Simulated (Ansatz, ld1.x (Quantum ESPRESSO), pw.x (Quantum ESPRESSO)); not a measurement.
hafnium (Hf): one change to the RRKJ potential, in the atom and in the diamond crystal

- Element: hafnium
- Generator: ld1.x (Quantum ESPRESSO) 7.5
- Type: norm-conserving RRKJ (Kleinman–Bylander form)
- Functional: PBEsol
- Relativity: scalar-relativistic
- Frozen core: [Xe] 4f14
- Valence charge: 4
- Reference configuration: 5d2 6s1 6p0 (charge +1)
- Partial waves: 6p (bound, empty): rc 3.10 bohr; 5d (bound): rc 2.95 bohr; 6s (bound): rc 2.25 bohr
- Local potential: the s channel
- Core correction: none

Change: reference 5d2 6s0 6p0.

Cutoffs, loose and tight: the cutoffs (Ry, on a coarse ladder) from which the occupation-weighted sum of valence levels, in a spherical-Bessel basis at the reference potential, stays within 10 and 1 mRy of its value at 400 Ry. They do not see the model core or the augmentation charge, which bear on the density cutoff. Test errors are all-electron minus pseudo excitation energies from the reference, over the configurations 5d2 6s2 6p0; 5d2 6s0 6p0; 5d1 6s0 6p0; 5d2 6s0 6p1; 5d2 6s0 6p2; 5d3 6s0 6p0; 5d3 6s1 6p0; variants that change the core or the reference have their own tests.

Crystal test: diamond Hf in pw.x 7.5, no spin, 8³ k-points, Fermi–Dirac smearing 0.01 Ry, cutoffs set for each file from its atomic test. The reference is all-electron LAPW (Ansatz 0.2.0) with the same functional, mesh and smearing; V0 and B0 come from Birch–Murnaghan fits to the pressures at five volumes. Errors are pseudo minus all-electron; Δ is the rms difference of the E(V) curves that follow from these fits, minima aligned, over ±6 % about the mean V0. Mesh and smearing are coarse, so the numbers serve the comparison and aren't converged zero-temperature values; the lattice is a test structure that the element need not adopt.

All-electron: a0 = 6.385 Å (V0 = 32.54 Å³/atom), B0 = 29.5 GPa.

**Question.** Does the change bring the crystal closer to the all-electron result?

**Answer.** The mean pressure error goes from +1.15 to -1.36 GPa, so the change moves the solid further from the all-electron pressures.

```
                       quantity       base    changed
                 outcome (atom)  generated  generated
           cutoff, loose (atom)      18 Ry      18 Ry
           cutoff, tight (atom)      30 Ry      18 Ry
            bound ghosts (atom)       none       none
largest test error (meV) (atom)       +182       +340
           cutoffs in pw.x (Ry)     40/160     35/140
                         a0 (Å)      6.472          –
                   a0 error (%)      +1.36          –
                   B0 error (%)       -4.5          –
                   Δ (meV/atom)        8.3          –
      mean pressure error (GPa)      +1.15      -1.36
```

A dash: not determined, or the minimum lies outside the volumes sampled.

Base: The largest radius (3.10 bohr) exceeds half the bond length (2.61 bohr), so the spheres overlap, which is one possible source of error among others. This is a poor potential for the solid. Changed file: The largest radius (3.10 bohr) exceeds half the bond length (2.61 bohr), so the spheres overlap, which is one possible source of error among others. This is a poor potential for the solid. The atomic cutoffs weigh occupied waves only.
